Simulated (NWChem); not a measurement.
# the pair CH6N2···CH3F, step by step

Aim: the energy (singlet C2H9FN2, M06-2X-D3(0)/6-31+G*), then the energy (singlet CH6N2, M06-2X-D3(0)/6-31+G*), then a single-point energy (singlet CH3F, M06-2X-D3(0)/6-31+G*), then a single-point energy (singlet CH6N2, M06-2X-D3(0)/6-31+G*), then the energy (singlet CH3F, M06-2X-D3(0)/6-31+G*) of C2H9FN2 and its partners. 

The calculation is run with NWChem 7.3.0.

**1. The molecule**

C2H9FN2 has 14 atoms, charge 0, and is taken as a singlet. The two molecules were placed rigidly side by side, at 0.9 times their contact distance; the pair isn't optimised.

Bond lengths: C1–N2 1.445 Å, N2–N3 1.412 Å, C10–F11 1.376 Å, C1–H4 1.102 Å, C1–H5 1.093 Å, C1–H6 1.091 Å, N2–H7 1.015 Å, N3–H8 1.017 Å, N3–H9 1.011 Å, C10–H12 1.092 Å, C10–H13 1.092 Å, C10–H14 1.092 Å. Some angles: C1–N2–N3 110.6°, C1–N2–H7 109.7°, N3–N2–H7 111.5°, N2–C1–H4 114.0°, N2–C1–H5 108.8°, N2–C1–H6 109.0°, N2–N3–H8 112.5°, N2–N3–H9 108.7°, F11–C10–H12 109.1°, F11–C10–H13 109.1°.

**2. A single-point energy at M06-2X-D3(0)/6-31+G(d) (spherical functions) (run 1)**

struct.nw

```
start struct
memory stack 880 mb heap 220 mb global 1100 mb
geometry units angstroms noautosym nocenter noautoz
  C     -0.632300     0.772800    -0.416900
  N      0.617000     0.174400    -0.007000
  N      0.386900    -0.878100     0.905200
  H     -1.339400     0.063700    -0.877000
  H     -0.423200     1.566400    -1.138500
  H     -1.118900     1.213000     0.454700
  H      1.126500    -0.146800    -0.824300
  H      0.164900    -1.755100     0.439600
  H      1.218500    -1.010300     1.464200
  C     -3.462110     2.779560    -1.053340
  F     -3.498390     2.757220     0.322350
  H     -4.381270     2.335620    -1.442120
  H     -2.598580     2.205680    -1.397280
  H     -3.378090     3.814810    -1.391630
end
basis spherical bse
  * library 6-31+G*
end
dft
  xc m06-2x
  mult 1
  disp vdw 3
  grid fine
  convergence energy 1e-08
  iterations 100
  mulliken
  noprint "final vectors analysis"
end
task dft
```

On the command line:

```console
$ nwchem struct.nw > struct.out
```

Output:

```text
[...]
          Wavefunction type:  closed shell.
          No. of atoms     :    14
          No. of electrons :    44
[...]
          Charge           :     0
          Spin multiplicity:     1
[...]
          AO basis - number of functions:   108
[...]
              XC Information
              --------------
                       M06-2X Method XC Functional
                     Hartree-Fock (Exact) Exchange  0.540
                        M06-2X Exchange Functional  1.000
                      M06-2X Correlation Potential  1.000
[...]
 d= 0,ls=0.0,diis     1   -290.7109859864 -4.68D+02  1.34D-02  5.47D-01     5.3
[...]
 d= 0,ls=0.0,diis    10   -290.7799241662 -1.74D-09  7.49D-07  1.68D-09    44.7
         Total DFT energy =     -290.779924166153
      One electron energy =     -747.784437507264
           Coulomb energy =      318.050022267615
    Exchange-Corr. energy =      -38.336581159488
 Nuclear repulsion energy =      177.291325543197
    Dispersion correction =       -0.000253310213
[...]
      Total Density - Mulliken Population Analysis
     ---------------------------------------------
    Atom       Charge   Shell Charges
 -----------   ------   -------------------------------------------------------
    1 C    6     6.55   2.00  0.66  2.09  0.63  0.94  0.08  0.10  0.05
    2 N    7     7.37   2.00  0.77  2.46  0.85  1.34 -0.15  0.06  0.05
    3 N    7     7.82   2.00  0.78  2.46  0.87  1.46  0.06  0.15  0.05
    4 H    1     0.82   0.53  0.29
    5 H    1     0.81   0.53  0.28
    6 H    1     0.75   0.52  0.23
    7 H    1     0.64   0.52  0.12
    8 H    1     0.64   0.51  0.12
    9 H    1     0.60   0.51  0.09
   10 C    6     6.27   2.00  0.67  2.01  0.64  0.82  0.03  0.04  0.06
[...]
```

Run time: 46 s. Hardware: 1 thread of AMD EPYC 7R43 (Zen 3), shared host; peak memory 0.12 GiB.

**3. CH6N2: the energy at M06-2X-D3(0)/6-31+G(d) (spherical functions) (run 2)**

ch6n2.nw

```
start ch6n2
title "CH6N2 M06-2X"
memory stack 880 mb heap 220 mb global 1100 mb
charge 0

geometry units angstrom noautosym nocenter noautoz
  C     -0.632300     0.772800    -0.416900
  N      0.617000     0.174400    -0.007000
  N      0.386900    -0.878100     0.905200
  H     -1.339400     0.063700    -0.877000
  H     -0.423200     1.566400    -1.138500
  H     -1.118900     1.213000     0.454700
  H      1.126500    -0.146800    -0.824300
  H      0.164900    -1.755100     0.439600
  H      1.218500    -1.010300     1.464200
end

basis spherical bse
  * library 6-31+G*
end

dft
  xc m06-2x
  disp vdw 3
  grid fine
  convergence energy 1e-08
  iterations 100
  mulliken
  print low
end

task dft energy
```

On the command line:

```console
$ nwchem ch6n2.nw > ch6n2.out
```

Output:

```text
[...]
 d= 0,ls=0.0,diis     1   -151.0651593457 -2.36D+02  1.91D-02  2.33D-01     2.1
[...]
 d= 0,ls=0.0,diis     8   -151.0961975693 -5.75D-09  6.49D-06  2.37D-07    13.4
         Total DFT energy =     -151.096197569349
      One electron energy =     -370.820020592157
           Coulomb energy =      156.567314743958
    Exchange-Corr. energy =      -21.406942492175
 Nuclear repulsion energy =       84.563485869253
    Dispersion correction =       -0.000035098228
[...]
      Total Density - Mulliken Population Analysis
     ---------------------------------------------
    Atom       Charge   Shell Charges
 -----------   ------   -------------------------------------------------------
    1 C    6     6.51   2.00  0.66  2.09  0.63  0.93  0.09  0.07  0.05
    2 N    7     7.37   2.00  0.77  2.46  0.84  1.34 -0.15  0.07  0.05
    3 N    7     7.82   2.00  0.78  2.46  0.86  1.46  0.06  0.15  0.05
    4 H    1     0.83   0.53  0.30
    5 H    1     0.80   0.53  0.28
    6 H    1     0.78   0.52  0.25
    7 H    1     0.64   0.52  0.12
    8 H    1     0.64   0.51  0.12
    9 H    1     0.60   0.51  0.09
[...]
```

Wall time 14 s (1 thread of AMD EPYC 7R43 (Zen 3), shared host); peak memory 0.12 GiB.

**4. CH3F: a single-point energy at M06-2X-D3(0)/6-31+G(d) (spherical functions) (run 3)**

struct.nw

```
start struct
memory stack 880 mb heap 220 mb global 1100 mb

geometry units angstroms noautosym nocenter noautoz
   C     -3.462110     2.779560    -1.053340
   F     -3.498390     2.757220     0.322350
   H     -4.381270     2.335620    -1.442120
   H     -2.598580     2.205680    -1.397280
   H     -3.378090     3.814810    -1.391630
end

basis spherical bse
   C library 6-31+G*
   F library 6-31+G*
   H library 6-31+G*
end

dft
   xc m06-2x
   mult 1
   disp vdw 3
   grid fine
   convergence energy 1e-08
   maxiter 100
   mulliken
   noprint "final vectors analysis"
end

task dft energy
```

On the command line:

```console
$ nwchem struct.nw > struct.out
```

Output:

```text
[...]
          Wavefunction type:  closed shell.
          No. of atoms     :     5
          No. of electrons :    18
[...]
          Charge           :     0
          Spin multiplicity:     1
[...]
          AO basis - number of functions:    42
[...]
              XC Information
              --------------
                       M06-2X Method XC Functional
                     Hartree-Fock (Exact) Exchange  0.540
                        M06-2X Exchange Functional  1.000
                      M06-2X Correlation Potential  1.000
[...]
 d= 0,ls=0.0,diis     1   -139.6462803682 -1.77D+02  1.28D-02  3.08D-01     0.7
[...]
 d= 0,ls=0.0,diis     8   -139.6833031129 -5.98D-10  4.91D-07  1.73D-09     3.8
         Total DFT energy =     -139.683303112850
      One electron energy =     -266.407305956481
           Coulomb energy =      106.198574001864
    Exchange-Corr. energy =      -16.925802388310
 Nuclear repulsion energy =       37.451231907116
    Dispersion correction =       -0.000000677039
[...]
      Total Density - Mulliken Population Analysis
     ---------------------------------------------
    Atom       Charge   Shell Charges
 -----------   ------   -------------------------------------------------------
    1 C    6     6.28   2.00  0.67  2.01  0.63  0.82  0.04  0.05  0.06
    2 F    9     9.31   2.00  0.93  3.30  1.03  1.94 -0.01  0.11  0.01
    3 H    1     0.81   0.53  0.27
    4 H    1     0.81   0.53  0.27
    5 H    1     0.81   0.53  0.27
[...]
```

Wall time 4.5 s (1 thread of AMD EPYC 7R43 (Zen 3), shared host); peak memory 0.11 GiB.

**5. CH6N2 among ghost functions: the energy at M06-2X-D3(0)/6-31+G(d) (spherical functions, with ghost functions) (run 4)**

test.nw

```
START test
TITLE "CH6N2"
memory 2200 mb

GEOMETRY units angstroms noautosym nocenter noautoz
  C    -0.632300    0.772800   -0.416900
  N     0.617000    0.174400   -0.007000
  N     0.386900   -0.878100    0.905200
  H    -1.339400    0.063700   -0.877000
  H    -0.423200    1.566400   -1.138500
  H    -1.118900    1.213000    0.454700
  H     1.126500   -0.146800   -0.824300
  H     0.164900   -1.755100    0.439600
  H     1.218500   -1.010300    1.464200
  bqC     -3.462110     2.779560    -1.053340
  bqF     -3.498390     2.757220     0.322350
  bqH     -4.381270     2.335620    -1.442120
  bqH     -2.598580     2.205680    -1.397280
  bqH     -3.378090     3.814810    -1.391630
END

BASIS spherical bse
  C library 6-31+G*
  N library 6-31+G*
  H library 6-31+G*
  bqC library C 6-31+G*
  bqF library F 6-31+G*
  bqH library H 6-31+G*
END

DFT
  xc m06-2x
  disp vdw 3
  grid fine
  convergence energy 1e-08
  iterations 100
  mulliken
  noprint "final vectors analysis"
END

TASK dft energy
```

On the command line:

```console
$ nwchem test.nw > test.out
```

Output:

```text
[...]
          Wavefunction type:  closed shell.
          No. of atoms     :    14
          No. of electrons :    26
[...]
          Charge           :     0
          Spin multiplicity:     1
[...]
          AO basis - number of functions:   108
[...]
              XC Information
              --------------
                       M06-2X Method XC Functional
                     Hartree-Fock (Exact) Exchange  0.540
                        M06-2X Exchange Functional  1.000
                      M06-2X Correlation Potential  1.000
[...]
 d= 0,ls=0.0,diis     1   -151.0652940620 -2.36D+02  1.13D-02  2.34D-01     4.9
[...]
 d= 0,ls=0.0,diis     8   -151.0963444406 -7.78D-09  4.04D-06  2.37D-07    34.5
         Total DFT energy =     -151.096344440630
      One electron energy =     -370.819927794777
           Coulomb energy =      156.566998971096
    Exchange-Corr. energy =      -21.406866387974
 Nuclear repulsion energy =       84.563485869253
    Dispersion correction =       -0.000035098228
[...]
      Total Density - Mulliken Population Analysis
     ---------------------------------------------
    Atom       Charge   Shell Charges
 -----------   ------   -------------------------------------------------------
    1 C    6     6.54   2.00  0.66  2.09  0.63  0.93  0.09  0.10  0.05
    2 N    7     7.37   2.00  0.77  2.46  0.85  1.34 -0.15  0.06  0.05
    3 N    7     7.82   2.00  0.78  2.46  0.87  1.46  0.06  0.15  0.05
    4 H    1     0.82   0.53  0.29
    5 H    1     0.80   0.53  0.27
    6 H    1     0.77   0.53  0.25
    7 H    1     0.64   0.52  0.12
    8 H    1     0.64   0.51  0.12
    9 H    1     0.61   0.51  0.10
   10 X    0    -0.01  -0.00  0.00  0.00  0.00  0.00 -0.00 -0.00  0.00
[...]
```

It took 35 s on 1 thread of AMD EPYC 7R43 (Zen 3), shared host; peak memory 0.12 GiB.

**6. CH3F among ghost functions: a single-point energy at M06-2X-D3(0)/6-31+G(d) (spherical functions, with ghost functions) (run 5)**

ch3f.nw

```
start ch3f
title "CH3F M06-2X"
memory 2200 mb
geometry units angstrom noautosym nocenter noautoz
   C    -3.462110    2.779560   -1.053340
   F    -3.498390    2.757220    0.322350
   H    -4.381270    2.335620   -1.442120
   H    -2.598580    2.205680   -1.397280
   H    -3.378090    3.814810   -1.391630
   bqC     -0.632300     0.772800    -0.416900
   bqN      0.617000     0.174400    -0.007000
   bqN      0.386900    -0.878100     0.905200
   bqH     -1.339400     0.063700    -0.877000
   bqH     -0.423200     1.566400    -1.138500
   bqH     -1.118900     1.213000     0.454700
   bqH      1.126500    -0.146800    -0.824300
   bqH      0.164900    -1.755100     0.439600
   bqH      1.218500    -1.010300     1.464200
end
basis spherical bse
   C library 6-31+G*
   F library 6-31+G*
   H library 6-31+G*
   bqC library C 6-31+G*
   bqN library N 6-31+G*
   bqH library H 6-31+G*
end
dft
   xc m06-2x
   disp vdw 3
   grid fine
   convergence energy 1e-08
   maxiter 100
   mulliken
   print low
end
task dft energy
```

On the command line:

```console
$ nwchem ch3f.nw > ch3f.out
```

Output:

```text
[...]
 d= 0,ls=0.0,diis     1   -139.6463613830 -1.77D+02  5.15D-03  3.09D-01     4.4
[...]
 d= 0,ls=0.0,diis     8   -139.6834215747 -3.42D-10  1.96D-07  1.75D-09    31.9
         Total DFT energy =     -139.683421574746
      One electron energy =     -266.407090733590
           Coulomb energy =      106.198223710046
    Exchange-Corr. energy =      -16.925785781279
 Nuclear repulsion energy =       37.451231907116
    Dispersion correction =       -0.000000677039
[...]
      Total Density - Mulliken Population Analysis
     ---------------------------------------------
    Atom       Charge   Shell Charges
 -----------   ------   -------------------------------------------------------
    1 C    6     6.29   2.00  0.67  2.01  0.64  0.82  0.04  0.05  0.06
    2 F    9     9.30   2.00  0.93  3.30  1.04  1.94 -0.02  0.10  0.01
    3 H    1     0.80   0.53  0.27
    4 H    1     0.80   0.53  0.27
    5 H    1     0.80   0.53  0.27
    6 X    0     0.00   0.00  0.00  0.00 -0.00 -0.00 -0.00  0.00  0.00
    7 X    0    -0.00  -0.00  0.00  0.00 -0.00 -0.00  0.00 -0.00 -0.00
    8 X    0    -0.00  -0.00 -0.00 -0.00  0.00  0.00 -0.00 -0.00 -0.00
    9 X    0     0.00   0.00  0.00
   10 X    0     0.00   0.00  0.00
[...]
```

It took 33 s on 1 thread of AMD EPYC 7R43 (Zen 3), shared host; peak memory 0.12 GiB.

**7. Summary of results**

| quantity | value |
| --- | --- |
| run 1, M06-2X-D3(0)/6-31+G*: total energy | -290.77992 Eh |
| run 1, M06-2X-D3(0)/6-31+G*: dipole moment | 3.62 D |
| run 1, M06-2X-D3(0)/6-31+G*: dispersion energy | -0.67 kJ/mol |
| CH6N2: total energy | -151.09620 Eh |
| CH6N2: dispersion energy | -0.09 kJ/mol |
| CH3F: total energy | -139.68330 Eh |
| CH3F: dipole moment | 2.00 D |
| CH3F: dispersion energy | 0.00 kJ/mol |
| CH6N2 among ghost functions: total energy | -151.09634 Eh |
| CH6N2 among ghost functions: dipole moment | 2.08 D |
| CH6N2 among ghost functions: dispersion energy | -0.09 kJ/mol |
| CH3F among ghost functions: total energy | -139.68342 Eh |
| CH3F among ghost functions: dispersion energy | 0.00 kJ/mol |
| interaction energy of the rigid parts CH6N2 and CH3F (parts in their own basis; closest atoms 2.28 Å apart) | -0.012 eV |
| interaction energy of the rigid parts CH6N2 and CH3F (parts in the whole basis, counterpoise; closest atoms 2.28 Å apart) | -0.004 eV |

What this shows: The interaction energy of the rigid parts CH6N2 and CH3F (parts in their own basis; closest atoms 2.28 Å apart) is −0.01 eV (−0.3 kcal/mol). Without counterpoise this holds the superposition error of the basis. The interaction energy of the rigid parts CH6N2 and CH3F (parts in the whole basis, counterpoise; closest atoms 2.28 Å apart) is −0.00 eV (−0.1 kcal/mol). The basis-set superposition error is 0.7 kJ/mol. Mulliken charges (run 1, M06-2X-D3(0)/6-31+G*) run from -0.82 on N3 to +0.40 on H9; in a basis this large or diffuse they mean little. Mulliken charges (CH6N2) run from -0.82 on N3 to +0.40 on H9; in a basis this large or diffuse they mean little. Mulliken charges (CH3F) run from -0.31 on F2 to +0.19 on H3; in a basis this large or diffuse they mean little.
